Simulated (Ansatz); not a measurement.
Input file:

```yaml
crystal:
  periodic: [false, false, false]
  atoms:
    - {symbol: Al, position_ang: [0.000000, 0.085014, 1.847280]}
    - {symbol: Mg, position_ang: [0.000000, -0.002140, -2.226151]}
    - {symbol: H, position_ang: [0.000000, -0.495086, 4.174478]}
    - {symbol: H, position_ang: [0.000000, -1.729054, 0.056080]}
basis:
  gaussian: {orbitals: def2-mTZVP}
magnetization: {spin_polarized: false, initial_magnetization: 3}
correlation: {method: sc_nevpt2, electrons: outside_noble_gas, active_space: {window: {electrons: 5, orbitals: 5}, places: [1, 2]}}
scf: {lower_state_search: off}
```

```sh
$ ansatz run in.yaml --threads 1 --pin off --events-out ev --progress --plain --max-ram 2393MiB
```

Question: One thing in this input was set wrong on purpose, beside settings that are merely unusual. What is the gravest fault, and what does the program do?

Answer: Two definitions of the active space. How the run ends: refused.
```
Error: invalid value for `correlation.active_space`: name one of window, places and ras
```
